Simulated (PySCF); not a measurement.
## Aluminium: a sound run and one with changed settings

Sound run: Al [Ne] 3s2 3p1, Al⁺ [Ne] 3s2. Computed with PySCF 2.14 in 6-31G*, with the non-relativistic Hamiltonian (point nucleus). In the sound run the correlated levels freeze [Ne]. The sound run starts from symmetry-adapted Hartree-Fock orbitals and uses a fine grid where one is needed.

Changed run: initial guess atom, at most 50 SCF cycles, level shift 0.5 hartree.

| species | method | sound run (hartree) | changed run (hartree) | converged |
| --- | --- | --- | --- | --- |
| Al | UHF | -241.85635 | -241.85635 | yes |
| Al | B3LYP | -242.36652 | -242.36652 | yes |
| Al | BP86 | -242.36271 | -242.36271 | yes |
| Al | MP2 | -241.88530 | -241.87245 | yes |
| Al | CCSD(T) | -241.90041 | -241.90041 | yes |
| Al⁺ | UHF | -241.65205 | -241.65205 | yes |
| Al⁺ | B3LYP | -242.14492 | -242.14492 | yes |
| Al⁺ | BP86 | -242.13651 | -242.13651 | yes |
| Al⁺ | MP2 | -241.67780 | -241.66598 | yes |
| Al⁺ | CCSD(T) | -241.69097 | -241.69097 | yes |

Ionisation energy of Al:

```csv
method,sound run (eV),changed run (eV)
UHF,5.559,5.559
B3LYP,6.030,6.030
BP86,6.155,6.155
MP2,5.646,5.618
SCS-MP2,5.624,5.607
CCSD,5.685,5.685
CCSD(T),5.699,5.699
```

A level shift leaves the converged SCF energy unchanged but raises the virtual orbital energies, which shrinks MP2 if it is not removed.

For comparison, NIST gives 5.986 eV between the lowest levels.
